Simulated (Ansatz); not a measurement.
Os (hcp): energy against volume

Method: DFT, r2SCAN, plane waves (500 eV) with PAW, scalar-relativistic in Ansatz 0.2.0. (PAW data from PBE, frozen cores regenerated.)

The cell is scaled uniformly from the relaxed one, with fractional coordinates and shape fixed. Energies are extrapolated to zero smearing, pressures are those at the given smearing. Magnetic state: spin not included.

A Birch-Murnaghan fit gives V₀ = 14.01 Å³/atom, B₀ = 428 GPa, B₀′ = 4.7.

(1) What are the energy above the minimum and the pressure at 12.896 Å³/atom?

(2) What are the energy above the minimum and the pressure at 14.578 Å³/atom?

(3) What are the energy above the minimum and the pressure at 15.139 Å³/atom?

Results:

(1) 139.6 meV/atom and 43.48 GPa as computed.

(2) 28.2 meV/atom and -15.27 GPa as computed.

(3) 104.3 meV/atom and -27.37 GPa as computed.
